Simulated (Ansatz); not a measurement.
This Ansatz (a program for electronic structure) input (MP2/def2-QZVPPD) gives -337.25305 Eh with 261 basis functions. A basis named .json is the Basis Set Exchange file of that set (core-valence sets with the plain set on hydrogen).

Ansatz 0.2 input:
```yaml
crystal:
  periodic: [false, false, false]
  atoms:
    - {symbol: C, position_ang: [0.00171763, -0.00263817, 0.32505308]}
    - {symbol: F, position_ang: [-0.01708335, 1.26042782, -0.06192073]}
    - {symbol: F, position_ang: [1.09904525, -0.61482395, -0.08303830]}
    - {symbol: F, position_ang: [-1.08310698, -0.64384509, -0.07174301]}
basis:
  gaussian:
    orbitals: def2-QZVPPD.json
magnetization: {spin_polarized: true, initial_magnetization: 1}
correlation: {method: mp2, electrons: outside_noble_gas}
```

Change:
```diff
- orbitals: def2-QZVPPD.json
+ orbitals: cc-pV5Z
```

Question: What does the run give now?

Answer: -337.29008 Eh (MP2/cc-pV5Z, 364 functions), a change of -37.03 mEh.
